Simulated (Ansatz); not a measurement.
Species: C2H4, SMILES `C=C` (charge 0, multiplicity 1), formula C$_{2}$H$_{4}$.

Task: How many basis functions does Ansatz (a program for electronic structure) with frozen-core CCSD(T)/def2-TZVPP // CAM-B3LYP-D3(BJ)/def2-TZVP use, how many core orbitals are frozen, and how many electrons are correlated?

Result: 118 basis functions and 2 frozen orbitals, which leaves 12 correlated electrons. Core time is of the order of seconds.
